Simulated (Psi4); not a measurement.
Reaction (SMILES): ClCl (Cl2) + [H][H] (H2) → 2 Cl (HCl)
B3LYP-D3(BJ)/def2-TZVP geometries, fixed; electronic energies without zero-point terms.
Largest species:
```
Cl
Cl 1 2.0135
```
Charge 0, spin multiplicity 1.

How fast the energy of full hydrogenation converges with the basis for several methods (Psi4): deviation from each method's own reference, in kcal/mol. References: B3LYP -44.28 kcal/mol, the value in aug-cc-pV(5+d)Z; HF -51.23 kcal/mol, the value in aug-cc-pV(5+d)Z; MP2 -47.07 kcal/mol, Hartree-Fock in aug-cc-pV(5+d)Z plus the correlation part extrapolated as X^-3 from aug-cc-pV(Q+d)Z and aug-cc-pV(5+d)Z; PBE -42.59 kcal/mol, the value in aug-cc-pV(5+d)Z. All functions are spherical. Density fitting with the program's default auxiliary sets. In correlated methods cores are frozen. Psi4's default fitting sets serve the pcseg sets less well. No added dispersion term, no relativity. 

| basis | functions | B3LYP | HF | MP2 | PBE |
|---|---|---|---|---|---|
| pcseg-0 | 26 | 2.83 | 3.35 | (withheld) | 1.24 |
| aug-pcseg-1 | 54 | -2.97 | -4.37 | (withheld) | -3.41 |
| pcseg-2 | 68 | -0.94 | -1.25 | (withheld) | -0.91 |
| def2-TZVPP | 84 | 0.08 | -0.64 | (withheld) | 0.29 |
| jun-cc-pV(T+d)Z | 96 | -0.59 | -0.57 | (withheld) | -0.53 |
| aug-pcseg-2 | 100 | -0.53 | -0.39 | (withheld) | -0.57 |
| pcseg-3 | 128 | -0.05 | -0.12 | (withheld) | -0.03 |
| aug-cc-pV(Q+d)Z | 178 | -0.15 | -0.12 | (withheld) | -0.13 |

Problem. Fill in the missing entries.

Solution. 
- pcseg-0, MP2: 4.80
- aug-pcseg-1, MP2: -6.60
- pcseg-2, MP2: -2.38
- def2-TZVPP, MP2: -2.15
- jun-cc-pV(T+d)Z, MP2: -1.87
- aug-pcseg-2, MP2: -1.72
- pcseg-3, MP2: -0.83
- aug-cc-pV(Q+d)Z, MP2: -0.93

Mean absolute deviation over pcseg-2, def2-TZVPP, jun-cc-pV(T+d)Z, aug-pcseg-2: B3LYP 0.54, PBE 0.58, HF 0.71, MP2 2.03 kcal/mol.
